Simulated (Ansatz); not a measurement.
# Structural energy differences of lutetium

These are results of DFT, LDA (PW92), plane waves (420 eV) with PAW, scalar-relativistic (Ansatz 0.2.0), not measurements. (PAW data from PBE, frozen cores regenerated.)

Each structure is relaxed within its own symmetry, so a high-lying one may be dynamically unstable.

| structure | ΔE (meV/atom) | V (Å³/atom) | cell | magnetic state |
| --- | --- | --- | --- | --- |
| hcp | 0 | 26.02 | a = 3.382 Å, c = 5.252 Å (c/a = 1.553) | spin not included |
| dhcp | 6 | 25.66 | a = 3.329 Å, c = 10.695 Å (c/a = 3.213) | spin not included |
| fcc | 23 | 25.62 | a = 4.680 Å | spin not included |
| omega (AlB2-type) | 83 | 25.73 | a = 5.217 Å, c = 3.274 Å (c/a = 0.628) | spin not included |
| bcc | 164 | 26.24 | a = 3.744 Å | spin not included |
| A15 | 323 | 26.95 | a = 5.997 Å | spin not included |
| simple cubic | 864 | 28.40 | a = 3.051 Å | spin not included |
| diamond | 2133 | 40.96 | a = 6.894 Å | spin not included |

ΔE counts from hcp.

Differences under about 8 meV lie within the error of the k-point mesh.
